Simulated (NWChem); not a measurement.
System: ammonia (NH$_{3}$); SMILES N

NWChem printed, in part:

```
             Northwest Computational Chemistry Package (NWChem) 7.3.0
             --------------------------------------------------------

                             Geometry "geometry" -> ""
                             -------------------------

 Output coordinates in angstroms (scale by  1.889725989 to convert to a.u.)

  No.       Tag          Charge          X              Y              Z
 ---- ---------------- ---------- -------------- -------------- --------------
    1 N                    7.0000     0.00000000     0.00000000     0.13885200
    2 H                    1.0000     0.66176100     0.66176100    -0.26638400
    3 H                    1.0000     0.24222100    -0.90398200    -0.26638400
    4 H                    1.0000    -0.90398200     0.24222100    -0.26638400

 Effective nuclear repulsion energy (a.u.)      11.8759166753

  pbe96 is a nonlocal functional; adding pw91lda local functional.

                                 NWChem DFT Module
                                 -----------------

 Summary of "ao basis" -> "ao basis" (spherical)
 ------------------------------------------------------------------------------
       Tag                 Description            Shells   Functions and Types
 ---------------- ------------------------------  ------  ---------------------
 N                          def2-svp                 6       14   3s2p1d
 H                          def2-svp                 3        5   2s1p

            General Information
            -------------------
          SCF calculation type: DFT
          Wavefunction type:  closed shell.
          No. of atoms     :     4
          No. of electrons :    10
           Alpha electrons :     5
            Beta electrons :     5
          Charge           :     0
          Spin multiplicity:     1
          Use of symmetry is: off; symmetry adaption is: off
          Maximum number of iterations: 150
          AO basis - number of functions:    29
                     number of shells:    15
          Convergence on energy requested:  1.00D-06
          Convergence on density requested:  1.00D-05
          Convergence on gradient requested:  5.00D-04

              XC Information
              --------------
                     Hartree-Fock (Exact) Exchange  1.000
                     LC-wPBE(h)Exchange Functional  1.000
            Perdew 1991 LDA Correlation Functional  1.000 local
           PerdewBurkeErnz. Correlation Functional  1.000 non-local

           Range-Separation Parameters
           ---------------------------
           Alpha           :  0.00
           Beta            :  1.00
           Gamma           :  0.50
           Short-Range HF  :     F

             Grid Information
             ----------------
          Grid used for XC integration:  medium
          Radial quadrature: Mura-Knowles
          Angular quadrature: Lebedev.
          Tag              B.-S. Rad. Rad. Pts. Rad. Cut. Ang. Pts.
          ---              ---------- --------- --------- ---------
          N                   0.65       49           6.0       434
          H                   0.35       45           7.0       434
          Grid pruning is: on
          Number of quadrature shells:   184
          Spatial weights used:  Erf1

      Superposition of Atomic Density Guess
      -------------------------------------

 Sum of atomic energies:         -55.74201861

      Non-variational initial energy
      ------------------------------

 Total energy =     -56.147121
 1-e energy   =     -98.033772
 2-e energy   =      30.010734
 HOMO         =      -0.379192
 LUMO         =       0.094271

   convergence    iter        energy       DeltaE   RMS-Dens  Diis-err
 ---------------- ----- ----------------- --------- --------- ---------
 d= 0,ls=0.0,diis     1    -56.4602647623 -6.83D+01  1.20D-02  2.12D-01
 d= 0,ls=0.0,diis     2    -56.4769592268 -1.67D-02  4.56D-03  5.80D-02
 d= 0,ls=0.0,diis     3    -56.4826011487 -5.64D-03  1.01D-03  2.48D-03
 d= 0,ls=0.0,diis     4    -56.4829048598 -3.04D-04  3.04D-04  4.62D-05
 d= 0,ls=0.0,diis     5    -56.4829176109 -1.28D-05  1.36D-04  2.47D-06
  Resetting Diis
 d= 0,ls=0.0,diis     6    -56.4829189750 -1.36D-06  5.69D-05  1.94D-07
 d= 0,ls=0.0,diis     7    -56.4829190947 -1.20D-07  3.43D-06  2.32D-09

         Total DFT energy =      -56.482919094674
      One electron energy =      -99.554874305692
           Coulomb energy =       39.199951785552
    Exchange-Corr. energy =       -8.003913249883
 Nuclear repulsion energy =       11.875916675348

 Numeric. integr. density =       10.000001901814

                       DFT Final Molecular Orbital Analysis
                       ------------------------------------

 Vector    3  Occ=2.000000D+00  E=-5.940834D-01
              MO Center=  1.4D-01,  1.4D-01, -4.6D-02, r^2= 9.6D-01
   Bfn.  Coefficient  Atom+Function         Bfn.  Coefficient  Atom+Function
  ----- ------------  ---------------      ----- ------------  ---------------
    15      0.374309  2 H  s                  4     -0.330087  1 N  px
     5     -0.330090  1 N  py                20     -0.187155  3 H  s
    25     -0.187153  4 H  s                  7      0.142224  1 N  px
     8      0.142225  1 N  py                16      0.138665  2 H  s
    21     -0.069333  3 H  s                 26     -0.069332  4 H  s

 Vector    4  Occ=2.000000D+00  E=-5.940834D-01
              MO Center= -1.4D-01, -1.4D-01, -4.6D-02, r^2= 9.6D-01
   Bfn.  Coefficient  Atom+Function         Bfn.  Coefficient  Atom+Function
  ----- ------------  ---------------      ----- ------------  ---------------
     4      0.330090  1 N  px                 5     -0.330087  1 N  py
    20     -0.324160  3 H  s                 25      0.324161  4 H  s
     7     -0.142225  1 N  px                 8      0.142225  1 N  py
    21     -0.120087  3 H  s                 26      0.120087  4 H  s

 Vector    5  Occ=2.000000D+00  E=-3.997556D-01
              MO Center= -2.3D-08, -2.3D-08,  3.1D-01, r^2= 8.0D-01
   Bfn.  Coefficient  Atom+Function         Bfn.  Coefficient  Atom+Function
  ----- ------------  ---------------      ----- ------------  ---------------
     6      0.549060  1 N  pz                 9     -0.444428  1 N  pz
     3     -0.296931  1 N  s                  2     -0.197572  1 N  s
     1     -0.095014  1 N  s                 15      0.087782  2 H  s
    20      0.087782  3 H  s                 25      0.087782  4 H  s
    16      0.043275  2 H  s                 21      0.043275  3 H  s

 Vector    6  Occ=0.000000D+00  E= 1.594588D-01
              MO Center=  3.0D-07,  3.0D-07, -4.8D-01, r^2= 3.7D+00
   Bfn.  Coefficient  Atom+Function         Bfn.  Coefficient  Atom+Function
  ----- ------------  ---------------      ----- ------------  ---------------
     3      1.620418  1 N  s                 16     -0.818262  2 H  s
    21     -0.818262  3 H  s                 26     -0.818262  4 H  s
     9     -0.369021  1 N  pz                 6      0.159599  1 N  pz
     2      0.151895  1 N  s                  1      0.119228  1 N  s
    15     -0.064204  2 H  s                 20     -0.064204  3 H  s

 Vector    7  Occ=0.000000D+00  E= 2.458774D-01
              MO Center=  4.2D-01,  4.2D-01, -3.7D-01, r^2= 3.5D+00
   Bfn.  Coefficient  Atom+Function         Bfn.  Coefficient  Atom+Function
  ----- ------------  ---------------      ----- ------------  ---------------
    16      1.677200  2 H  s                 21     -0.838620  3 H  s
    26     -0.838581  4 H  s                  7     -0.586223  1 N  px
     8     -0.586238  1 N  py                 4      0.240948  1 N  px
     5      0.240954  1 N  py                15      0.075164  2 H  s
    20     -0.037583  3 H  s                 25     -0.037581  4 H  s

 Vector    8  Occ=0.000000D+00  E= 2.458775D-01
              MO Center= -4.2D-01, -4.2D-01, -3.7D-01, r^2= 3.5D+00
   Bfn.  Coefficient  Atom+Function         Bfn.  Coefficient  Atom+Function
  ----- ------------  ---------------      ----- ------------  ---------------
    21      1.452487  3 H  s                 26     -1.452510  4 H  s
     7     -0.586238  1 N  px                 8      0.586223  1 N  py
     4      0.240954  1 N  px                 5     -0.240948  1 N  py
    20      0.065094  3 H  s                 25     -0.065095  4 H  s

     Multipole analysis of the density
     ---------------------------------

     L   x y z        total         alpha         beta         nuclear
     -   - - -        -----         -----         ----         -------
     0   0 0 0     -0.000000     -5.000000     -5.000000     10.000000

     1   1 0 0     -0.000000     -0.000000     -0.000000      0.000000
     1   0 1 0     -0.000000     -0.000000     -0.000000      0.000000
     1   0 0 1     -0.734654     -0.530611     -0.530611      0.326567

     2   2 0 0     -4.536364     -4.613982     -4.613982      4.691600
     2   1 1 0      0.000001     -0.000001     -0.000001      0.000003
     2   1 0 1      0.000000      0.000000      0.000000     -0.000000
     2   0 2 0     -4.536364     -4.613982     -4.613982      4.691600
     2   0 1 1      0.000000      0.000000      0.000000     -0.000000
     2   0 0 2     -6.397852     -3.820006     -3.820006      1.242161

                                 NWChem DFT Module
                                 -----------------

            General Information
            -------------------
          SCF calculation type: DFT
          Wavefunction type:  spin polarized.
          No. of atoms     :     4
          No. of electrons :     9
           Alpha electrons :     5
            Beta electrons :     4
          Charge           :     1
          Spin multiplicity:     2
          Use of symmetry is: off; symmetry adaption is: off
          Maximum number of iterations: 150
          This is a Direct SCF calculation.
          AO basis - number of functions:    29
                     number of shells:    15
          Convergence on energy requested:  1.00D-06
          Convergence on density requested:  1.00D-05
          Convergence on gradient requested:  5.00D-04

              XC Information
              --------------
                     Hartree-Fock (Exact) Exchange  1.000
                     LC-wPBE(h)Exchange Functional  1.000
            Perdew 1991 LDA Correlation Functional  1.000 local
           PerdewBurkeErnz. Correlation Functional  1.000 non-local

           Range-Separation Parameters
           ---------------------------
           Alpha           :  0.00
           Beta            :  1.00
           Gamma           :  0.50
           Short-Range HF  :     F

             Grid Information
             ----------------
          Grid used for XC integration:  medium
          Radial quadrature: Mura-Knowles
          Angular quadrature: Lebedev.
          Tag              B.-S. Rad. Rad. Pts. Rad. Cut. Ang. Pts.
          ---              ---------- --------- --------- ---------
          N                   0.65       49           6.0       434
          H                   0.35       45           7.0       434
          Grid pruning is: on
          Number of quadrature shells:   184
          Spatial weights used:  Erf1

      Superposition of Atomic Density Guess
      -------------------------------------

 Sum of atomic energies:         -55.74201861

 Renormalizing density from      10.00 to      9

      Non-variational initial energy
      ------------------------------

 Total energy =     -52.045784
 1-e energy   =     -88.230395
 2-e energy   =      24.308695
 HOMO         =      -0.955072
 LUMO         =      -0.255578

   convergence    iter        energy       DeltaE   RMS-Dens  Diis-err
 ---------------- ----- ----------------- --------- --------- ---------
 d= 0,ls=0.0,diis     1    -55.9801338958 -6.79D+01  1.37D-02  2.87D-01
                                                     1.31D-02  2.79D-01
 d= 0,ls=0.0,diis     2    -56.0532183993 -7.31D-02  5.42D-03  9.59D-02
                                                     4.24D-03  6.62D-02
 d= 0,ls=0.0,diis     3    -56.0869365321 -3.37D-02  3.05D-04  1.94D-04
                                                     5.92D-04  5.49D-04
 d= 0,ls=0.0,diis     4    -56.0872301338 -2.94D-04  1.70D-04  2.91D-05
                                                     1.62D-04  1.89D-05
 d= 0,ls=0.0,diis     5    -56.0872619954 -3.19D-05  8.32D-05  2.49D-06
                                                     8.16D-05  2.50D-06
  Resetting Diis
 d= 0,ls=0.0,diis     6    -56.0872663694 -4.37D-06  1.36D-05  6.26D-08
                                                     1.16D-05  7.20D-08
 d= 0,ls=0.0,diis     7    -56.0872664697 -1.00D-07  1.24D-06  2.02D-09
                                                     1.23D-06  3.08D-09

         Total DFT energy =      -56.087266469690
      One electron energy =      -95.276781664591
           Coulomb energy =       34.985087766083
    Exchange-Corr. energy =       -7.671489246531
 Nuclear repulsion energy =       11.875916675348

 Numeric. integr. density =        9.000001299569

                    DFT Final Alpha Molecular Orbital Analysis
                    ------------------------------------------

 Vector    3  Occ=1.000000D+00  E=-1.013907D+00
              MO Center=  1.1D-01,  1.1D-01, -5.9D-03, r^2= 8.1D-01
   Bfn.  Coefficient  Atom+Function         Bfn.  Coefficient  Atom+Function
  ----- ------------  ---------------      ----- ------------  ---------------
     4      0.377992  1 N  px                 5      0.378545  1 N  py
    15     -0.350588  2 H  s                 20      0.175516  3 H  s
    25      0.175073  4 H  s                  7     -0.157481  1 N  px
     8     -0.157711  1 N  py                16     -0.038132  2 H  s

 Vector    4  Occ=1.000000D+00  E=-1.013907D+00
              MO Center= -1.1D-01, -1.1D-01, -5.9D-03, r^2= 8.1D-01
   Bfn.  Coefficient  Atom+Function         Bfn.  Coefficient  Atom+Function
  ----- ------------  ---------------      ----- ------------  ---------------
     4      0.378545  1 N  px                 5     -0.377992  1 N  py
    20     -0.303490  3 H  s                 25      0.303746  4 H  s
     7     -0.157711  1 N  px                 8      0.157481  1 N  py
    21     -0.033010  3 H  s                 26      0.033038  4 H  s
    23     -0.026176  3 H  py                27      0.026190  4 H  px

 Vector    5  Occ=1.000000D+00  E=-9.220767D-01
              MO Center=  4.9D-08,  4.9D-08,  2.6D-01, r^2= 6.7D-01
   Bfn.  Coefficient  Atom+Function         Bfn.  Coefficient  Atom+Function
  ----- ------------  ---------------      ----- ------------  ---------------
     6      0.648191  1 N  pz                 9     -0.363454  1 N  pz
     2     -0.210075  1 N  s                  3     -0.173705  1 N  s
    15      0.099680  2 H  s                 20      0.099679  3 H  s
    25      0.099679  4 H  s                  1     -0.082275  1 N  s

 Vector    6  Occ=0.000000D+00  E=-1.182929D-01
              MO Center=  1.2D-06,  1.2D-06, -4.5D-01, r^2= 3.4D+00
   Bfn.  Coefficient  Atom+Function         Bfn.  Coefficient  Atom+Function
  ----- ------------  ---------------      ----- ------------  ---------------
     3      1.349142  1 N  s                 16     -0.737953  2 H  s
    21     -0.737952  3 H  s                 26     -0.737952  4 H  s
     9     -0.303005  1 N  pz                 2      0.286144  1 N  s
     6      0.169812  1 N  pz                 1      0.136760  1 N  s
    15     -0.110557  2 H  s                 20     -0.110557  3 H  s

[...]
```

Level: LC-wPBE (HJS exchange hole, range parameter 0.5 per bohr)/def2-SVP, vertical spin-unrestricted ions. All runs use the structure optimised with PBE0/def2-SVP.

**Question.** Write an input that gives this output.

**Answer.** One answer among several that fit: the input that was run:
```
start job
memory heap 200 mb stack 900 mb global 1100 mb
geometry units angstroms noautosym nocenter noautoz
  N      0.000000     0.000000     0.138852
  H      0.661761     0.661761    -0.266384
  H      0.242221    -0.903982    -0.266384
  H     -0.903982     0.242221    -0.266384
end
basis spherical
  * library def2-svp
end
dft
  xc xwpbe 1.00 cpbe96 1.0 hfexch 1.00
  cam 0.5 cam_alpha 0.0 cam_beta 1.0
  iterations 150
  vectors input atomic output neutral.movecs
end
task dft energy
charge 1
dft
  odft
  mult 2
  vectors input atomic output cation.movecs
end
task dft energy
```
